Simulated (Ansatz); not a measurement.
One geometry of the cluster B2P⁺, several levels of theory.

```yaml
crystal:
  periodic: [false, false, false]
  atoms:
    - {symbol: B, position_ang: [-0.781739, 0.529938, 0.204559]}
    - {symbol: B, position_ang: [-0.199163, -0.758615, -0.564469]}
    - {symbol: P, position_ang: [0.980892, 0.228678, 0.359911]}
basis:
  gaussian: {orbitals: def2-TZVP, initial_orbitals: start.molden}
total_charge: 1
magnetization: {spin_polarized: true, initial_magnetization: 2}
hamiltonian: {xc: {name: CAM-B3LYP}, dispersion: d4}
scf: {omitted_lower_state_checks: [starts]}
output: {orbitals: {seedname: orbitals}}
```

The file start.molden holds the orbitals of an earlier run on this structure, at another level or in another basis.

```sh
$ ansatz run in.yaml --threads 4 --pin off --events-out ev --progress --plain --max-ram 3916MiB
```

It prints (some lines left out):

```
Functional definition: CAM-B3LYP
620 factors; their error is unknown
154 factors; integrals over basis functions are off by at most 4.0e-5 eV
mean field evaluation 1: about -10625.7959 eV, gradient 3.4e0 eV
mean field evaluation 2: about -10625.8317 eV, gradient 4.2e-2 eV
mean field evaluation 4: about -10625.8401 eV, gradient 7.3e-5 eV
mean field evaluation 8: about -10625.8401 eV, gradient 2.6e-5 eV
mean field -10625.84006504 eV, -390.4924199371 hartree, gradient 9.3e-6 eV, S^2 2.094915; 0 other end points of the search recorded, 0 dependent functions left out
reference -10625.84016382 eV, -390.4924235672 hartree; 13, 11 occupied and 86, 88 virtual orbitals, 620 factors
Total energy: -10625.89242802 eV, -390.4943442412 hartree
Checks for a lower state left out: starts
```

It took 1.8 s on 4 threads of Arm Neoverse V2 on a shared host.

As the first input, with `gaussian: {orbitals: STO-3G}`, `hamiltonian: {xc: hf}` (abridged; 0.15 s):

```
Functional definition: HF
mean field evaluation 16: about -10481.5226 eV, gradient 3.8e-2 eV
mean field evaluation 32: about -10481.6511 eV, gradient 1.4e0 eV
mean field -10482.03671331 eV, -385.2077442346 hartree, gradient 1.4e-5 eV, S^2 2.644294; 2 other end points of the search recorded, 0 dependent functions left out
Total energy: -10482.03671331 eV, -385.2077442346 hartree
Checks for a lower state left out: starts
```

As the first input, with `hamiltonian: {xc: {name: LC-wPBE, parameters: {omega: 0.3/bohr}}}` (abridged; 1.7 s):

```
Functional definition: LC-wPBE
mean field -10622.10571079 eV, -390.3551849497 hartree, gradient 9.1e-6 eV, S^2 2.132236
Total energy: -10622.10571081 eV, -390.3551849502 hartree
Checks for a lower state left out: starts
```

The first input with `hamiltonian: {xc: pbe, dispersion: d4}` (abridged; 0.75 s):

```
Functional definition: PBE
mean field -10620.82748436 eV, -390.3082109950 hartree, gradient 2.7e-5 eV, S^2 2.053112
Total energy: -10620.88926226 eV, -390.3104812907 hartree
Checks for a lower state left out: starts
```

As the first input, with `gaussian: {orbitals: def2-TZVPP, initial_orbitals: start.molden}`, `correlation: {method: ccsd_t}`, `scf: {omitted_lower_state_checks: [starts, cluster_reference]}` and without the key `hamiltonian` (abridged; 2.1 s):

```
Functional definition: HF
mean field -10602.48064585 eV, -389.6339771154 hartree, gradient 2.8e-6 eV, S^2 2.508668
7 core orbitals not correlated: weight in the atoms' cores, before any rotation towards them, 1.000 or more for the frozen orbitals, at most 0.000 for the correlated occupied ones
second order -6.56642365 eV of doubles, -0.00000000 eV of singles
cycle   1  -6.91950062 eV  change   -3.5e-1 eV  update   1.1e-1
cycle   2  -7.31700071 eV  change   -4.0e-1 eV  update   5.5e-2
cycle   3  -7.49276116 eV  change   -1.8e-1 eV  update   4.1e-2
cycle   4  -7.55552818 eV  change   -6.3e-2 eV  update   2.3e-2
cycle   5  -7.57754210 eV  change   -2.2e-2 eV  update   9.6e-3
cycle   6  -7.58725558 eV  change   -9.7e-3 eV  update   4.3e-3
cycle   7  -7.58887830 eV  change   -1.6e-3 eV  update   1.8e-3
cycle   8  -7.59018117 eV  change   -1.3e-3 eV  update   8.4e-4
cycle   9  -7.59021040 eV  change   -2.9e-5 eV  update   3.6e-4
cycle  10  -7.59033930 eV  change   -1.3e-4 eV  update   1.4e-4
cycle  11  -7.59035796 eV  change   -1.9e-5 eV  update   6.1e-5
cycle  12  -7.59035385 eV  change    4.1e-6 eV  update   2.5e-5
cycle  13  -7.59034073 eV  change    1.3e-5 eV  update   1.2e-5
cycle  14  -7.59033201 eV  change    8.7e-6 eV  update   5.3e-6
cycle  15  -7.59033057 eV  change    1.4e-6 eV  update   2.4e-6
perturbative correction -0.59865311 eV, -0.0220000961 hartree
Total energy: -10610.66962953 eV, -389.9349167152 hartree
Checks for a lower state left out: starts, cluster_reference
```

First input, but with `hamiltonian: {xc: {name: wB97M-V}}` (abridged; 6 s):

```
Functional definition: wB97M-V
mean field -10625.81819826 eV, -390.4916163477 hartree, gradient 4.7e-6 eV, S^2 2.064529
Total energy: -10625.81823927 eV, -390.4916178550 hartree
Checks for a lower state left out: starts
```

The first input with `hamiltonian: {xc: {name: LC-wPBE, parameters: {omega: 0.1/bohr}}}` (abridged; 1.3 s):

```
Functional definition: LC-wPBE
mean field -10621.87998143 eV, -390.3468895487 hartree, gradient 3.3e-5 eV, S^2 2.057942
Total energy: -10621.87998159 eV, -390.3468895545 hartree
Checks for a lower state left out: starts
```

Geometry: r2SCAN-D4/def2-TZVP.

Correlated methods freeze 7 core orbitals. At HF/STO-3G, LC-ωPBE (ω = 0.30 bohr⁻¹)/def2-TZVP, CCSD(T)/def2-TZVPP the charge 1 triplet is spin-contaminated (final ⟨S²⟩ up to 2.64, 2.00 for a pure state). At CCSD(T)/def2-TZVPP T1 of the charge 1 triplet is large (up to 0.068), so the single-reference result is doubtful. At PBE0-D4/def2-TZVP a singlet of charge 1 lies 0.84 eV below the triplet, each at its own geometry. The structure comes from a short search, and lower isomers may exist.
